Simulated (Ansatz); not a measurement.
Ni, fcc: geometry optimisation

All numbers below come from Ansatz 0.2.0, DFT, m-r2SCAN, plane waves (500 eV) with PAW, scalar-relativistic. (PAW data from PBE, frozen cores regenerated.)

k-point mesh 13×13×9, Fermi-Dirac smearing 0.05 eV, starting moments 0.80, -0.80 μB. Cell and atoms relax.

Starting structure:

```
Ni
1.0
     2.49176    0.00000    0.00000
     0.00000    2.49176    0.00000
     0.00000    0.00000    3.52388
Ni
2
Direct
  0.00000 0.00000 0.00000
  0.50000 0.50000 0.50000
```

**Question.** The pressure at the start is -9.2 GPa. By how much does the volume change?

**Answer.** From 10.94 to 10.45 Å³ per atom, -4.4 %. The final cell has a = 3.471 Å.

**Question.** How much energy does the relaxation gain?

**Answer.** 14.6 meV per atom.

**Question.** Which magnetic state does it end in?

**Answer.** ferromagnetic, net 0.62 μB per atom; moments 0.66 ×2 μB.

m-r²SCAN is r²SCAN on the gauge-invariant kinetic-energy density; without spin polarisation the two are equal.
